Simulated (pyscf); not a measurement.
Structures and frequencies: ωB97X-D3(BJ)/def2-SVP in PySCF.

Question: For the elementary gas-phase step H₂P–GaH₂ + SiH₄ → H₃Si–PH–GaH₂ + H₂ (singlet surface; H–P, H–Si broken, P–Si, H–H formed), what barrier and reaction energy does ωB97M-D3(BJ)/def2-TZVP give, measured from the separated reactants?

Answer: ΔE‡ = 2.82 eV, ΔE = -0.05 eV. Zero-point energy shifts the barrier by -0.05 eV. It is a four-centre exchange, with an imaginary mode of 1703i cm⁻¹. One saddle was located; it need not be the lowest between these sides. Elements up to Kr have no core potential and no relativistic terms here.
